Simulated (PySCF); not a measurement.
Which isomer of CH5BN− gives these data?

These gas-phase data were calculated for one isomer of CH5BN− at PBE0-D4/def2-SVPD (harmonic, unscaled wavenumbers; equilibrium rotational constants with average atomic masses):

| Property | Result |
| --- | --- |
| rotational constants | 50.6, 8.657, 7.446 GHz |
| all wavenumbers above 1500 cm⁻¹ | 3666, 3561, 3127, 3045, 2348, 1570 |

Candidates:

(1) `[H]/N=C\[BH3-]`, a singlet
(2) `[H]/N=[BH-]\C`, a singlet
(3) `C=[BH-]N`, a singlet

Q: Assign the data to one candidate and say why.

A: Candidate (3). 2 modes lie between 3250 and 3800 cm⁻¹, one for each N–H bond, while (1) has 1, (2) has 1.

The same quantities for all candidates:

```
     rotational constants (GHz)         wavenumbers above 1500 cm⁻¹  E above the lowest, PBE0-D4/def2-SVPD (kcal/mol)
(1)         46.39, 9.115, 8.114  3406, 2906, 2307, 2297, 2287, 1667                                              14.5
(2)         45.75, 8.498, 7.501        3438, 3059, 3041, 2968, 2251                                               0.0
(3)          50.6, 8.657, 7.446  3666, 3561, 3127, 3045, 2348, 1570                                               6.7
```

Harmonic stretches to hydrogen usually lie a few per cent above observed fundamentals. Each candidate is one conformer. Programs: PySCF 2.14.0.
